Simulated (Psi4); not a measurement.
# M06-L/aug-cc-pVDZ (density fitting with cc-pvdz-jkfit, sweep point 2) run of BCl (SMILES [B]Cl)

Aim: the vertical ionisation energy of BCl at M06-L/aug-cc-pVDZ (density fitting with cc-pvdz-jkfit, sweep point 2), from 2 runs. The job is set up through a Python script.

Program for the calculation: Psi4 1.11.

## 1. The molecule

BCl has 2 atoms, charge 0, and is taken as a singlet. SMILES: `[B]Cl`. The coordinates come from a PBE0-D4/def2-TZVP relaxation.

Bond lengths: B1–Cl2 1.718 Å.

## 2. The energy at M06-L/aug-cc-pVDZ (density fitting with cc-pvdz-jkfit, sweep point 2)

job.py

```python
import psi4

psi4.set_memory(1600000000)
psi4.set_num_threads(1)
psi4.core.set_output_file('psi4.out', False)

molecule = psi4.geometry("""
B      0.000000     0.000000    -0.069660
Cl     0.000000     0.000000     1.648190
symmetry c1
""")

psi4.set_options({
    'puream': True,
    'scf_type': 'df',
    'dft_radial_points': 99,
    'dft_spherical_points': 590,
    'df_basis_scf': 'cc-pvdz-jkfit',
})

energy_value, wavefunction = psi4.energy("m06-l/aug-cc-pVDZ", molecule=molecule, return_wfn=True)
print('E =', round(energy_value, 9))
```

Run with:

```console
python job.py
```

psi4.out:

```text
[...]
  Running in c1 symmetry.
[...]
  Nuclear repulsion =   26.183929276100940
[...]
  Multiplicity = 1
[...]
  Nalpha       = 11
  Nbeta        = 11
[...]
    Number of basis functions: 50
[...]
   @DF-RKS iter   1:  -484.93753575175214   -2.19833e-01   4.94090e-03 ADIIS/DIIS
[...]
   @DF-RKS iter   7:  -484.98305840125107   -3.50319e-08   3.70449e-07 DIIS
[...]
    Orbital Energies [Eh]
    ---------------------
    Doubly Occupied:
       1A   -101.241515     2A     -9.465789     3A     -7.169199
       4A     -7.165033     5A     -7.165033     6A     -6.753646
       7A     -0.859050     8A     -0.484676     9A     -0.369779
      10A     -0.369779    11A     -0.239642
[...]
  @DF-RKS Final Energy:  -484.98305840125107
   => Energetics <=
    Nuclear Repulsion Energy =             26.1839292761009403
    One-Electron Energy =                -719.4357128457126009
    Two-Electron Energy =                 240.4739292337571044
    DFT Exchange-Correlation Energy =     -32.2052040653964795
    Empirical Dispersion Energy =           0.0000000000000000
    VV10 Nonlocal Energy =                  0.0000000000000000
    Total Energy =                       -484.9830584012510712
[...]
 Multipole Moments:
 ------------------------------------------------------------------------------------
     Multipole            Electronic (a.u.)      Nuclear  (a.u.)        Total (a.u.)
 ------------------------------------------------------------------------------------
 L = 1.  Multiply by 2.5417464519 to convert [e a0] to [Debye]
 Dipole X            :         -0.0000000            0.0000000           -0.0000000
 Dipole Y            :          0.0000000            0.0000000            0.0000000
 Dipole Z            :         -0.2445035            0.8694190            0.6249156
 Magnitude           :                                                    0.6249156
[...]
```

On the terminal:

```text
E = -484.983058401
```

Run time: 6 s. Hardware: 1 thread of Intel Xeon Platinum 8488C (Sapphire Rapids), shared host; peak memory 0.65 GiB.

## 3. The doublet cation at the same level

bcl.py

```python
import psi4

psi4.set_memory('1600 MB')
psi4.set_num_threads(1)
psi4.set_output_file('output.dat', False)

mol = psi4.geometry("""
1 2
B      0.000000     0.000000    -0.069660
Cl     0.000000     0.000000     1.648190
symmetry c1
""")

psi4.set_options({
    'basis': 'aug-cc-pVDZ',
    'reference': 'uks',
    'puream': True,
    'scf_type': 'df',
    'dft_radial_points': 99,
    'dft_spherical_points': 590,
    'df_basis_scf': 'cc-pvdz-jkfit',
    'maxiter': 100,
})

e, wfn = psi4.energy("m06-l", return_wfn=True)
print(f'total energy {e:.8f} hartree = {e * 27.211386:.5f} eV')
for k, v in sorted(psi4.core.scalar_variables().items()):
    print(f'{k:45s} {v:18.10f}')
```

Run with:

```console
python bcl.py
```

output.dat:

```text
[...]
  Running in c1 symmetry.
[...]
  Nuclear repulsion =   26.183929276100940
[...]
  Multiplicity = 2
[...]
  Nalpha       = 11
  Nbeta        = 10
[...]
    Number of basis functions: 50
[...]
   @DF-UKS iter   1:  -484.60440065654109    1.13302e-01   2.84655e-03 DIIS/ADIIS
[...]
   @DF-UKS iter  10:  -484.62019080069524   -4.38968e-09   2.20539e-07 DIIS
[...]
   @S^2 Observed:                7.590212984E-01
[...]
    Orbital Energies [Eh]
    ---------------------
    Alpha Occupied:
       1A   -101.544459     2A     -9.761997     3A     -7.469410
       4A     -7.460236     5A     -7.460236     6A     -7.144036
       7A     -1.138992     8A     -0.774687     9A     -0.638013
      10A     -0.638013    11A     -0.606536
    Alpha Virtual:
      12A     -0.413640    13A     -0.413640    14A     -0.206713
      15A     -0.154810    16A     -0.116187    17A     -0.114720
      18A     -0.114720    19A     -0.079026    20A     -0.047381
      21A     -0.047379    22A     -0.043957    23A     -0.043957
      24A      0.002218    25A      0.015001    26A      0.015001
[...]
  @DF-UKS Final Energy:  -484.62019080069524
   => Energetics <=
    Nuclear Repulsion Energy =             26.1839292761009403
    One-Electron Energy =                -712.8385032918652087
    Two-Electron Energy =                 233.9558757961831930
    DFT Exchange-Correlation Energy =     -31.9214925811141477
    Empirical Dispersion Energy =           0.0000000000000000
    VV10 Nonlocal Energy =                  0.0000000000000000
    Total Energy =                       -484.6201908006952408
[...]
 Multipole Moments:
 ------------------------------------------------------------------------------------
     Multipole            Electronic (a.u.)      Nuclear  (a.u.)        Total (a.u.)
 ------------------------------------------------------------------------------------
 L = 1.  Multiply by 2.5417464519 to convert [e a0] to [Debye]
 Dipole X            :         -0.0000000            0.0000000           -0.0000000
 Dipole Y            :          0.0000000            0.0000000            0.0000000
 Dipole Z            :         -2.1973372            0.8694190           -1.3279182
 Magnitude           :                                                    1.3279182
[...]
```

Standard output:

```text
total energy -484.62019080 hartree = -13187.18708 eV
CURRENT ENERGY                                   -484.6201908007
CURRENT REFERENCE ENERGY                         -484.6201908007
DD SOLVATION ENERGY                                 0.0000000000
DFT FUNCTIONAL TOTAL ENERGY                      -484.6201908007
DFT TOTAL ENERGY                                 -484.6201908007
DFT VV10 ENERGY                                     0.0000000000
DFT XC ENERGY                                     -31.9214925811
GRID ELECTRONS ALPHA                               10.9999999503
GRID ELECTRONS BETA                                 9.9999999477
GRID ELECTRONS TOTAL                               20.9999998980
NUCLEAR REPULSION ENERGY                           26.1839292761
ONE-ELECTRON ENERGY                              -712.8385032919
PCM POLARIZATION ENERGY                             0.0000000000
PE ENERGY                                           0.0000000000
SCF ITERATION ENERGY                             -484.6201908007
SCF ITERATIONS                                     10.0000000000
SCF TOTAL ENERGY                                 -484.6201908007
TWO-ELECTRON ENERGY                               233.9558757962
XC GRID RADIAL POINTS                              99.0000000000
XC GRID SPHERICAL POINTS                          590.0000000000
XC GRID TOTAL POINTS                           114916.0000000000
```

Run time: 8.1 s. Hardware: 1 thread of Intel Xeon Platinum 8488C (Sapphire Rapids), shared host; peak memory 0.65 GiB.

## 4. Outcome

At M06-L/aug-cc-pVDZ (density fitting with cc-pvdz-jkfit, sweep point 2):

| quantity | value |
| --- | --- |
| singlet BCl: total energy | -484.98306 Eh |
| singlet BCl: dipole moment | 1.59 D |
| singlet BCl: HOMO energy | -6.52 eV |
| singlet BCl: LUMO energy | -2.59 eV |
| singlet BCl: HOMO–LUMO gap | 3.93 eV |
| doublet cation: total energy | -484.62019 Eh |
| doublet cation: HOMO energy (highest over α and β) | -16.50 eV |
| doublet cation: LUMO energy (lowest over α and β) | -15.04 eV |
| doublet cation: ⟨S²⟩ | 0.759 |
| vertical ionisation energy (to the doublet cation) | 9.874 eV |

What this shows: The vertical ionisation energy comes to 9.87 eV (228 kcal/mol). −ε(HOMO) before ionisation, 6.52 eV, is 3.35 eV below this ionisation energy.
